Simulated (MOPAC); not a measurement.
MOPAC input (PM3):

```
PM3 PRECISE GNORM=0.05 LET XYZ CHARGE=1 GEO-OK AUX(PRECISION=9) THREADS=1
HBe

Be   -0.00000000 1   -0.00000000 1   -0.26442914 1
H     0.00000000 1    0.00000000 1    1.05771656 1
```

From the last part of the output:

```
                                                       MOPAC v23.2.5 Linux

          FINAL HEAT OF FORMATION =        252.90603 KCAL/MOL =    1058.15884 KJ/MOL

          COSMO AREA              =         61.31 SQUARE ANGSTROMS
          COSMO VOLUME            =         44.86 CUBIC ANGSTROMS

          GRADIENT NORM           =          0.00016          =       0.00011 PER ATOM
          IONIZATION POTENTIAL    =         20.215478 EV
          HOMO LUMO ENERGIES (EV) =        -20.215 -7.378
          NO. OF FILLED LEVELS    =          1
          MOLECULAR WEIGHT        =         10.0201         POINT GROUP:  C*v

          MOLECULAR DIMENSIONS (Angstroms)

            Atom       Atom       Distance
            H     2   Be     1     1.27331
            H     2   Be     1     0.00000
            H     2   Be     1     0.00000

          SCF CALCULATIONS        =          6

   ATOM   CHEMICAL          X               Y               Z
  NUMBER   SYMBOL      (ANGSTROMS)     (ANGSTROMS)     (ANGSTROMS)

     1      Be          0.00000000  *   0.00000000  *  -0.24001151  *
     2       H          0.00000000  *   0.00000000  *   1.03329893  *

                             CARTESIAN COORDINATES

   1   Be        0.000000000     0.000000000    -0.240011512
   2    H        0.000000000     0.000000000     1.033298932

           Empirical Formula: H Be  =     2 atoms

      MOLECULAR POINT GROUP   :   C*v

                  EIGENVALUES
 -20.21548  -7.37752  -4.63729  -4.63729  -2.91141

              NET ATOMIC CHARGES AND DIPOLE CONTRIBUTIONS

  ATOM NO.   TYPE          CHARGE      No. of ELECS.   s-Pop       p-Pop
    1         Be           1.049010        0.9510     0.86320     0.08779
    2          H          -0.049010        1.0490     1.04901
 DIPOLE           X         Y         Z       TOTAL
 POINT-CHG.    -0.000    -0.000    -0.915     0.915
 HYBRID         0.000     0.000    -1.412     1.412
 SUM            0.000     0.000    -2.327     2.327

          ATOMIC ORBITAL ELECTRON POPULATIONS

     Atom    s        px        py        pz
    1 Be   0.86320   0.00000   0.00000   0.08779
    2  H   1.04901

 **********************
 *                    *
 * JOB ENDED NORMALLY *
 *                    *
 **********************

 == MOPAC DONE ==
```

The dipole moment of an ion depends on the origin.
